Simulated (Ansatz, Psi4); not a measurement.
# Worked example: vertical energy of the triplet above the singlet of HBS (hydrogen boron sulfide)

HBS: 3 atoms, total charge 0, spin state singlet. SMILES: `B=S`. Geometry: relaxed at PBE0-D4/def2-TZVP.

```xyz
3

B    -0.0387   -0.0146    0.1348
S     0.3992    0.1476   -1.3933
H    -0.3605   -0.1331    1.2585
```

Both states at this one shape; open shells run unrestricted unless said. 1 Eh = 27.2114 eV.

| level | program | singlet HBS (Eh) | triplet HBS (Eh) |
| --- | --- | --- | --- |
| r2SCAN/def2-TZVPPD | Psi4 | -423.624214 | -423.462216 |
| wB97M-V/def2-TZVPPD | Psi4 | -423.636760 | -423.449088 |
| B2PLYP/def2-TZVPPD, 6 core orbitals frozen | Ansatz | -423.521468 | -423.349374 |

Task: Work out the vertical gap, second state less first, at each level.

Result: 
1. r2SCAN/def2-TZVPPD: -423.462216 − (-423.624214) = 0.161998 Eh = 4.41 eV.
2. wB97M-V/def2-TZVPPD: -423.449088 − (-423.636760) = 0.187672 Eh = 5.11 eV.
3. B2PLYP/def2-TZVPPD: -423.349374 − (-423.521468) = 0.172094 Eh = 4.68 eV.

No measured value is set beside it here; the levels span 4.41 to 5.11 eV.
